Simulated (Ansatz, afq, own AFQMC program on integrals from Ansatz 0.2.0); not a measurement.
**Atomization energy of GeH$_{4}$, singlet**

```xyz
5

Ge    0.0001    0.0001    0.0000
H     1.1502   -0.7577    0.6818
H    -1.2410   -0.0300    0.9058
H    -0.3298   -0.6703   -1.3430
H     0.4206    1.4580   -0.2445
```

Atoms in their ground-state spins without spin–orbit coupling (mostly on UHF) minus the molecule (RHF), without zero-point energy. The geometry is a stationary point, not shown to be a minimum.

Basis def2-TZVP. Noble-gas cores (and the filled d shells of Ga–Kr and In–Xe) are frozen. Integrals, coupled cluster, full CI and functionals: Ansatz 0.2.0; the random walks run on the same integrals in our own AFQMC program. ph-AFQMC/CISD is guided by a CISD state made of CCSD amplitudes; releasing the constraint for a short imaginary time cuts its bias at the price of noise, slowly where states lie close. Uncertainties: one standard error, sampling alone. No spin–orbit coupling. The errors of all members are added in quadrature.

No full CI on the walks' own integrals is used here; CCSDT(Q) serves as the reference and is uncertain by about the last step of the cluster series. Each member takes its own surest rung, up to full CI.

Errors are counted within def2-TZVP, not against nature.

Cautions: inner d shell frozen; no relativity below Rb; no spin-orbit coupling; other spins of the molecule weren't checked.

```tsv
level	atomization energy (eV)
HF	9.740
CCSD	12.275
```

Problem. From these cheaper values, estimate the atomization energy at the reference level in def2-TZVP.

Solution. 12.321 eV (CCSDT(Q) in def2-TZVP).

```
         level  atomization energy (eV)  error against CCSDT(Q) (eV)
           MP2                   11.866                       -0.456
       CCSD(T)                   12.316                       -0.005
         CCSDT                   12.320                       -0.001
   ph-AFQMC/HF           12.404 ± 0.020                0.083 ± 0.020
 ph-AFQMC/CISD           12.328 ± 0.002                0.006 ± 0.002
released AFQMC           12.322 ± 0.001                0.000 ± 0.001
```

Correlation beyond CCSD(T) adds 0.005 eV. The perturbative (T) step is worth +0.041 eV.

Released energies are given only where the last usable release times agree within the noise; a slower fall can still hide under it.
